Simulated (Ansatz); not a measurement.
Results of rVV10 in Ansatz (plane waves, PAW) for tetragonal perovskite BaTiO3 (room-temperature form, which distorts further on cooling).

Run with plane-wave cutoff 520 eV, 8×8×8 k mesh, Fermi–Dirac smearing 0.01 eV, no spin polarisation, scalar-relativistic PAW data made under PBE.

The cell is scaled about its equilibrium volume:

Shape and atoms are relaxed at each volume.

```
V (Å³/atom)  P (GPa)  direct gap at Γ (eV)  smallest gap on the k mesh (eV)  c (Å)
-----------  -------  --------------------  -------------------------------  -----
12.808          5.30                 2.148                            1.848  4.038
13.074          2.40                 2.217                            1.824  4.092
13.341         -0.01                 2.274                            1.804  4.152
13.608         -1.93                 2.324                            1.789  4.223
13.875         -3.43                 2.369                            1.779  4.302
```

The fundamental gap (1.80 eV at the equilibrium volume, with added k points) lies elsewhere than Γ–Γ.

Note: the relaxation could not lower the start's symmetry, so the cell can be a saddle point above a distorted one; the bulk modulus comes from volumes at which shape and atoms were relaxed.

Spin–orbit coupling is not included.

Ansatz is a first-principles code.
